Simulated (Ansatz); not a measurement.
## Ansatz (development build ahead of 0.2.0) run

```yaml
crystal:
  periodic: [false, false, false]
  atoms:
    - { symbol: S, position_ang: [0.03954, 1.04753, -0.57083] }
    - { symbol: C, position_ang: [0.9048, 0.3549, 0.74689] }
    - { symbol: C, position_ang: [-0.90277, -0.38201, -0.76015] }
    - { symbol: C, position_ang: [0.48713, -0.90091, 1.01821] }
    - { symbol: C, position_ang: [-0.56387, -1.33109, 0.13991] }
    - { symbol: H, position_ang: [1.67666, 0.91468, 1.2518] }
    - { symbol: H, position_ang: [-1.65711, -0.44443, -1.52927] }
    - { symbol: H, position_ang: [0.89631, -1.5104, 1.8113] }
    - { symbol: H, position_ang: [-1.03136, -2.30445, 0.19009] }
basis:
  gaussian: { orbitals: def2-SVP }
magnetization:
  spin_polarized: true
  initial_magnetization: 2
hamiltonian:
  xc: hf
output:
  forces: true
```

The input is written out in the form of the current development build from the run's settings.

Output:

```
Converged                       : yes
Total energy                    : -550.95077 hartree
Spin squared of the determinant : 2.210
Stability test                  : minimum
```

Forces (eV/Å):
```
atom      Fx      Fy      Fz
  S1  -0.279   2.441  -1.700
  C2   1.378   1.312   0.728
  C3  -2.702   5.052  -5.752
  C4  -2.118  -3.183  -0.422
  C5   3.615  -5.574   7.022
  H6   0.005  -0.023   0.022
  H7   0.056   0.017   0.051
  H8  -0.029  -0.058  -0.023
  H9   0.073   0.017   0.074
```

Caution: another spin multiplicity may lie lower; the unrestricted determinant is spin contaminated; the determinant breaks the point group.
